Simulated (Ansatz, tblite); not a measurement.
# The cluster Ba₂Se: rung by rung

An exercise on one series of results from a longer session: the logs are not shown, and one member is left open.

Computed with Ansatz 0.2.0, Gaussian basis. Level: as each input shows.

The runs, in order: GFN1-xTB, GFN2-xTB, PBE-D4/def2-TZVP, r2SCAN-D4/def2-TZVP, B3LYP-D4/def2-TZVP, revPBE-D4/def2-TZVP, LDA/def2-TZVP, LC-ωPBE/def2-TZVP, BHLYP-D4/def2-TZVP, PBE-D4/def2-SVP, PBE0-D4/def2-SVP, PBE0-D4/def2-TZVPD, PBE-D4/def2-TZVPD, r2SCAN-D4/def2-TZVPD, CCSD(T)/def2-TZVPP, MP2/def2-TZVP, RPA/def2-TZVP.

1 further run of the same task is left out (set aside as unsound or not needed). Runs told in other sessions of the task aren't counted.

**The relaxed structure**

The singlet was relaxed beforehand with PBE-D4/def2-TZVP. At that level it is the lowest of the isomers that a small search found.

3 atoms, charge 0, spin multiplicity 1.

Bond lengths: Ba1–Se3 2.886 Å, Ba2–Se3 2.886 Å. Angles: Ba1–Se3–Ba2 88.2°.

Ba takes a core potential in the def2 sets. No spin-orbit coupling is included.

PBE0-D4/def2-TZVP was run before; its log isn't repeated, and its numbers join the tables.

Set-up of the first run:

Tight binding, by tblite at 300 K electronic temperature and without a spin-polarisation term:

```python
tblite.interface.Calculator('GFN1-xTB', numbers, positions, charge=0, uhf=0).singlepoint()
```

Tight binding, by tblite at 300 K electronic temperature and without a spin-polarisation term:

```python
tblite.interface.Calculator('GFN2-xTB', numbers, positions, charge=0, uhf=0).singlepoint()
```

start.molden holds the orbitals of an earlier run on this state, given as this run's starting guess.

File in.yaml:

```yaml
crystal:
  periodic: [false, false, false]
  atoms:
    - {symbol: Ba, position_ang: [-1.253052, 1.637264, 0.511445]}
    - {symbol: Ba, position_ang: [1.939861, -0.459721, -0.733400]}
    - {symbol: Se, position_ang: [-0.686809, -1.177543, 0.221955]}
basis:
  gaussian: {orbitals: def2-TZVP, initial_orbitals: start.molden}
hamiltonian: {xc: pbe, dispersion: d4}
scf: {omitted_lower_state_checks: [starts]}
output: {orbitals: {seedname: orbitals}}
```

Command:

```sh
ansatz run in.yaml --threads 4 --pin off --events-out ev --progress --plain --max-ram 3916MiB
```

Among the steps run: PBE-D4/def2-TZVP; r2SCAN-D4/def2-TZVP; B3LYP-D4/def2-TZVP; revPBE-D4/def2-TZVP; LDA/def2-TZVP; LC-ωPBE/def2-TZVP; BHLYP-D4/def2-TZVP; PBE-D4/def2-SVP; PBE0-D4/def2-SVP; PBE0-D4/def2-TZVPD; PBE-D4/def2-TZVPD; r2SCAN-D4/def2-TZVPD; CCSD(T)/def2-TZVPP; MP2/def2-TZVP; RPA/def2-TZVP.

One table of the session follows, with a row left open; its other results are not shown here.

It belongs to the step «Levels side by side». 

```
               level  HOMO (eV)  LUMO (eV)  gap (eV)
       LDA/def2-TZVP      -3.02      -2.16      0.86
     PBE-D4/def2-SVP      -2.84      -1.96      0.88
    PBE-D4/def2-TZVP      -2.84      -1.98      0.85
   PBE-D4/def2-TZVPD      -2.84      -1.98      0.85
 revPBE-D4/def2-TZVP      -2.74      -1.89      0.85
 r2SCAN-D4/def2-TZVP      -2.80      -1.85      0.94
r2SCAN-D4/def2-TZVPD      -2.79      -1.85      0.94
  B3LYP-D4/def2-TZVP      -3.19      -1.79      1.39
    PBE0-D4/def2-SVP      -3.21      -1.58      1.63
   PBE0-D4/def2-TZVP      -3.20      -1.60      1.60
  PBE0-D4/def2-TZVPD      -3.20      -1.61      1.60
  BHLYP-D4/def2-TZVP      -3.51      -1.28      2.23
   LC-ωPBE/def2-TZVP          ?          ?         ?
```

Estimate the missing values for LC-ωPBE/def2-TZVP.

As computed: HOMO (eV): -4.34; LUMO (eV): -0.49; gap (eV): 3.85. In the column «HOMO (eV)» it is the lowest.
